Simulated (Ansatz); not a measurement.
System (SMILES): N (NH3).
Atoms: N1, H2, H3, H4. Bonds: N1-H2, N1-H3, N1-H4.

Basis-set convergence of the highest harmonic wavenumber at B3LYP with Ansatz (a quantum-chemistry and plane-wave program). Each level at its own minimum, finite differences of forces, unscaled; the reference is a large set that could be run, not a limit. Cartesian d functions, on some or all atoms, in 6-31G*, 6-31+G*; all else is spherical. The program fits the integrals of some runs and decomposes those of others, by size. No added dispersion term, no relativity. Reference: the value in aug-pcseg-2, 3595 cm⁻¹, itself unsure by roughly 4 cm⁻¹ (its mean distance from aug-cc-pVTZ, def2-TZVPPD). Deviations are taken from unrounded values.

| basis | functions | highest harmonic wavenumber (cm⁻¹) |
|---|---|---|
| 6-31G* | 21 | 3568 |
| 6-31+G* | 25 | 3598 |
| cc-pVDZ | 29 | 3531 |
| aug-cc-pVDZ | 50 | 3586 |
| def2-SVP | 29 | 3561 |
| def2-SVPD | 44 | 3611 |
| pcseg-1 | 29 | 3565 |
| aug-pcseg-1 | 50 | 3569 |
| 6-311G** | 36 | 3580 |
| 6-311+G** | 40 | 3607 |
| def2-TZVP | 49 | 3584 |
| def2-TZVPD | 64 | 3579 |
| cc-pVTZ | 72 | 3578 |
| aug-cc-pVTZ | 115 | 3588 |
| pcseg-2 | 72 | 3600 |
| aug-pcseg-2 | 115 | 3595 |
| def2-TZVPP | 73 | 3592 |
| def2-TZVPPD | 88 | 3594 |

What the diffuse functions change, pair by pair:
- 6-31G* to 6-31+G*: 4 more functions, deviation -27 to 4 cm⁻¹
- cc-pVDZ to aug-cc-pVDZ: 21 more functions, deviation -64 to -9 cm⁻¹
- def2-SVP to def2-SVPD: 15 more functions, deviation -33 to 16 cm⁻¹
- pcseg-1 to aug-pcseg-1: 21 more functions, deviation -30 to -26 cm⁻¹
- 6-311G** to 6-311+G**: 4 more functions, deviation -15 to 12 cm⁻¹
- def2-TZVP to def2-TZVPD: 15 more functions, deviation -10 to -15 cm⁻¹
- cc-pVTZ to aug-cc-pVTZ: 43 more functions, deviation -17 to -7 cm⁻¹
- pcseg-2 to aug-pcseg-2: 43 more functions, deviation 6 to 0 cm⁻¹
- def2-TZVPP to def2-TZVPPD: 15 more functions, deviation -3 to -1 cm⁻¹

Leaving out the reference's own pair, they bring the value nearer the reference by more than 4 cm⁻¹ in 4 of 8 pairs.
